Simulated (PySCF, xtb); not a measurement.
CH3F, SMILES CF.

GFN2-xTB (xtb 6.7.1) at its own geometry gives an orbital gap of 14.30 eV and a dipole moment of 2.26 D.

Geometry optimised at r2SCAN-D4/def2-TZVP.

Problem. What does B3LYP/def2-TZVPD (PySCF) give? (An estimate is asked for; the answer gives what the named calculation found.)

Solution. gap 9.85 eV (levels -9.66 and 0.19 eV), dipole 1.85 D.
